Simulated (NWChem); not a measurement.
# SiH3Cl (SMILES [SiH3]Cl) at wB97X/def2-TZVP

Aim: the vertical ionisation energy of SiH3Cl at wB97X/def2-TZVP, from 2 runs. 

The results are computed with NWChem 7.3.0.

## Step 1: Starting point

SiH3Cl has 5 atoms, charge 0, and is taken as a singlet. As SMILES, `[SiH3]Cl`. The shape is that of a PBE0-D4/def2-TZVP optimisation.

Bond lengths: Si1–Cl2 2.054 Å, Si1–H3 1.481 Å, Si1–H4 1.481 Å, Si1–H5 1.481 Å. Angles: Cl2–Si1–H3 108.5°, Cl2–Si1–H4 108.5°, Cl2–Si1–H5 108.5°, H3–Si1–H4 110.4°, H3–Si1–H5 110.4°, H4–Si1–H5 110.4°.

## Step 2: The energy at wB97X/def2-TZVP

geom.xyz reads:

```xyz
5
ClH3Si energy
Si    -0.112000     0.018600    -0.030900
Cl     1.838300    -0.513500     0.329900
H     -0.950900    -0.488300     1.079100
H     -0.534700    -0.585700    -1.314900
H     -0.190800     1.495400    -0.104700
```

geom.nw reads:

```
start geom
title "ClH3Si energy"
memory total 2200 mb
geometry units angstrom noautosym nocenter noautoz
  load format xyz geom.xyz
end
basis spherical bse
  Si library def2-TZVP
  Cl library def2-TZVP
  H library def2-TZVP
end
dft
  xc wb97x
  grid fine
  convergence energy 1e-08
  maxiter 100
  mulliken
  print low
end
task dft energy
```

The run is started by

```
$ nwchem geom.nw > geom.out
```

The program printed:

```text
Northwest Computational Chemistry Package (NWChem) 7.3.0
             --------------------------------------------------------

           Job information
           ---------------

    nwchem branch   = 7.3.0
    use scalapack   = T
    input           = geom.nw
    prefix          = geom.
    data base       = ./geom.db
    status          = startup
    nproc           =        1

           Memory information
           ------------------

    heap     =     72089598 doubles =      550.0 Mbytes
    stack    =     72089595 doubles =      550.0 Mbytes
    global   =    144179200 doubles =     1100.0 Mbytes (distinct from heap & stack)
    total    =    288358393 doubles =     2200.0 Mbytes
    verify   = yes
    hardfail = no

           Directory information
           ---------------------

  0 permanent = .
  0 scratch   = .

                                NWChem Input Module
                                -------------------

                                   ClH3Si energy
                                   -------------

 Scaling coordinates for geometry "geometry" by  1.889725989
 (inverse scale =  0.529177249)

                             Geometry "geometry" -> ""
                             -------------------------

 Output coordinates in angstroms (scale by  1.889725989 to convert to a.u.)

  No.       Tag          Charge          X              Y              Z
 ---- ---------------- ---------- -------------- -------------- --------------
    1 Si                  14.0000    -0.11200000     0.01860000    -0.03090000
    2 Cl                  17.0000     1.83830000    -0.51350000     0.32990000
    3 H                    1.0000    -0.95090000    -0.48830000     1.07910000
    4 H                    1.0000    -0.53470000    -0.58570000    -1.31490000
    5 H                    1.0000    -0.19080000     1.49540000    -0.10470000

      Atomic Mass
      -----------

      Si                27.976930
      Cl                34.968850
      H                  1.007825

 Effective nuclear repulsion energy (a.u.)      86.3372244702

            Nuclear Dipole moment (a.u.)
            ----------------------------
        X                 Y               Z
 ---------------- ---------------- ----------------
    52.9249888444   -15.2079478383     9.1372031000

            XYZ format geometry
            -------------------
     5
 geometry
 Si                   -0.11200000     0.01860000    -0.03090000
 Cl                    1.83830000    -0.51350000     0.32990000
 H                    -0.95090000    -0.48830000     1.07910000
 H                    -0.53470000    -0.58570000    -1.31490000
 H                    -0.19080000     1.49540000    -0.10470000

 ==============================================================================
                                internuclear distances
 ------------------------------------------------------------------------------
       center one      |      center two      | atomic units |  angstroms
 ------------------------------------------------------------------------------
    2 Cl               |   1 Si               |     3.88061  |     2.05353
    3 H                |   1 Si               |     2.79833  |     1.48081
    4 H                |   1 Si               |     2.79814  |     1.48071
    5 H                |   1 Si               |     2.79819  |     1.48074
 ------------------------------------------------------------------------------
                         number of included internuclear distances:          4
 ==============================================================================

 ==============================================================================
                                 internuclear angles
 ------------------------------------------------------------------------------
        center 1       |       center 2       |       center 3       |  degrees
 ------------------------------------------------------------------------------
    2 Cl               |   1 Si               |   3 H                |   108.52
    2 Cl               |   1 Si               |   4 H                |   108.53
    2 Cl               |   1 Si               |   5 H                |   108.53
    3 H                |   1 Si               |   4 H                |   110.40
    3 H                |   1 Si               |   5 H                |   110.40
    4 H                |   1 Si               |   5 H                |   110.40
 ------------------------------------------------------------------------------
                            number of included internuclear angles:          6
 ==============================================================================

                      Basis "ao basis" -> "" (spherical)
                      -----
  [basis functions not shown]

 Summary of "ao basis" -> "" (spherical)
 ------------------------------------------------------------------------------
       Tag                 Description            Shells   Functions and Types
 ---------------- ------------------------------  ------  ---------------------
 Si                        def2-TZVP                13       37   5s5p2d1f
 Cl                        def2-TZVP                13       37   5s5p2d1f
 H                         def2-TZVP                 4        6   3s1p

                                 NWChem DFT Module
                                 -----------------

                                   ClH3Si energy

  int_init: cando_txs set to always be  F
  Caching 1-el integrals
   Time after variat. SCF:      0.4

     ---------------------------------------------
      Total Density - Mulliken Population Analysis
     ---------------------------------------------

    Atom       Charge   Shell Charges
 -----------   ------   -------------------------------------------------------
    1 Si  14    13.45   2.00  0.59  1.39  0.87  0.43  4.11  1.73  0.49  1.21  0.40  0.10  0.11  0.02
    2 Cl  17    17.40   2.01  0.45  1.52  1.11  0.84  4.19  1.69  1.11  2.97  1.50  0.00  0.02  0.00
    3 H    1     1.05   0.23  0.55  0.27  0.01
    4 H    1     1.05   0.23  0.55  0.27  0.01
    5 H    1     1.05   0.23  0.55  0.27  0.01
   Time prior to 1st pass:      0.4

           Memory utilization after 1st SCF pass:
           Heap Space remaining (MW):       37.07            37071726
          Stack Space remaining (MW):       72.09            72088964

   convergence    iter        energy       DeltaE   RMS-Dens  Diis-err    time
 ---------------- ----- ----------------- --------- --------- ---------  ------
 d= 0,ls=0.0,diis     1   -751.5192933909 -8.38D+02  3.71D-03  6.97D-01     4.0
 d= 0,ls=0.0,diis     2   -751.5456667696 -2.64D-02  1.84D-03  4.28D-02     7.7
 d= 0,ls=0.0,diis     3   -751.5496134897 -3.95D-03  5.56D-04  1.36D-02    11.5
 d= 0,ls=0.0,diis     4   -751.5509405771 -1.33D-03  6.57D-05  5.11D-05    15.1
 d= 0,ls=0.0,diis     5   -751.5509514988 -1.09D-05  2.57D-05  4.96D-06    18.9
  Resetting Diis
 d= 0,ls=0.0,diis     6   -751.5509526035 -1.10D-06  5.76D-06  3.31D-07    22.6
 d= 0,ls=0.0,diis     7   -751.5509526609 -5.74D-08  1.26D-06  8.08D-09    26.4
 d= 0,ls=0.0,diis     8   -751.5509526630 -2.02D-09  3.58D-07  2.13D-09    30.1

         Total DFT energy =     -751.550952662958
      One electron energy =    -1210.444054523504
           Coulomb energy =      422.866633974434
    Exchange-Corr. energy =      -50.310756584138
 Nuclear repulsion energy =       86.337224470250

 Numeric. integr. density =       34.000000463835

     Total iterative time =     29.7s

     ---------------------------------------------
      Total Density - Mulliken Population Analysis
     ---------------------------------------------

    Atom       Charge   Shell Charges
 -----------   ------   -------------------------------------------------------
    1 Si  14    13.68   2.00  0.57  1.39  0.90  0.35  4.13  1.68  0.61  1.36  0.29  0.15  0.20  0.04
    2 Cl  17    17.24   2.01  0.43  1.52  1.11  0.81  4.19  1.67  1.14  2.86  1.46  0.01  0.03  0.00
    3 H    1     1.03   0.25  0.53  0.24  0.01
    4 H    1     1.03   0.25  0.53  0.24  0.01
    5 H    1     1.03   0.25  0.53  0.24  0.01

     -------------------------------------------
      Total Density - Lowdin Population Analysis
     -------------------------------------------

    Atom       Charge   Shell Charges
 -----------   ------   -------------------------------------------------------
    1 Si  14    14.05   2.00  0.83  1.10  0.57  0.37  3.85  1.87  0.71  1.25  0.69  0.15  0.54  0.12
    2 Cl  17    16.80   1.98  0.84  1.14  0.88  0.76  3.93  1.90  1.27  2.49  1.56  0.01  0.04  0.00
    3 H    1     1.05   0.25  0.48  0.30  0.02
    4 H    1     1.05   0.25  0.48  0.30  0.02
    5 H    1     1.05   0.25  0.48  0.30  0.02

 Task  times  cpu:       30.1s     wall:       30.1s
 Total times  cpu:       30.1s     wall:       30.1s
```

It took 31 s on 1 thread of Intel Xeon 6975P-C (Granite Rapids), shared host; peak memory 0.11 GiB.

(Part 1 of 2 ends here.)
